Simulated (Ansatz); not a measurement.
# ClH6NSi: the cost of one run

Method: PBE0-D4, def2-SVP first, then def2-TZVP; program: Ansatz 0.2.0, Gaussian basis.

129 further runs of the same task are left out: 1 that didn't finish, 128 set aside as unsound or not needed.

## Step 1: Starting geometry

The guess: 9 atoms, charge 0, spin multiplicity 1.

Atoms are counted from 1 here; the program's logs count them from 0.

Bond lengths: Si1–H3 1.452 Å, Si1–H4 1.485 Å, Si1–H5 1.452 Å, N7–H8 1.008 Å, N7–H9 1.008 Å. Angles: H3–Si1–H4 103.3°, H3–Si1–H5 131.3°, H4–Si1–H5 103.3°, H8–N7–H9 111.0°.

As a file:

| atom | x (Å) | y (Å) | z (Å) |
| --- | --- | --- | --- |
| Si1 | -0.95580 | 0.04540 | -0.38410 |
| Cl2 | 0.83650 | -1.12870 | -1.66010 |
| H3 | -0.89750 | 0.96290 | -1.50850 |
| H4 | -1.72560 | 0.80310 | 0.63530 |
| H5 | -1.48930 | -1.29990 | -0.27230 |
| H6 | 1.45010 | -0.48680 | -0.14740 |
| N7 | 0.80620 | 0.21620 | 0.78530 |
| H8 | 1.18390 | 1.14600 | 0.87740 |
| H9 | 0.79160 | -0.25810 | 1.67430 |

Distances that are to change: Si1–N7 2.12 Å, Cl2–H6 1.75 Å, Si1–Cl2 2.49 Å, H6–N7 1.33 Å.

## Step 2: Relaxing the guess with the reacting distances held

Contents of hold/in.yaml:

```yaml
crystal:
  periodic: [false, false, false]
  atoms:
    - {symbol: Si, position_ang: [-0.955800, 0.045400, -0.384100]}
    - {symbol: Cl, position_ang: [0.836500, -1.128700, -1.660100]}
    - {symbol: H, position_ang: [-0.897500, 0.962900, -1.508500]}
    - {symbol: H, position_ang: [-1.725600, 0.803100, 0.635300]}
    - {symbol: H, position_ang: [-1.489300, -1.299900, -0.272300]}
    - {symbol: H, position_ang: [1.450100, -0.486800, -0.147400]}
    - {symbol: N, position_ang: [0.806200, 0.216200, 0.785300]}
    - {symbol: H, position_ang: [1.183900, 1.146000, 0.877400]}
    - {symbol: H, position_ang: [0.791600, -0.258100, 1.674300]}
basis:
  gaussian: {orbitals: def2-SVP}
hamiltonian: {xc: pbe0, dispersion: d4}
relax: {f_tol: 0.08, max_steps: 120, escape_saddle: false, constraints: [{distance: [0, 6]}, {distance: [1, 5]}, {distance: [0, 1]}, {distance: [5, 6]}]}
```

The run is started by

```sh
> ansatz run in.yaml --threads 2 --pin off --events-out ev --progress --plain --max-ram 4352MiB
```

**Question.** How long does this run take on 2 threads of Intel Xeon Platinum 8488C, shared host?

About 7 s.
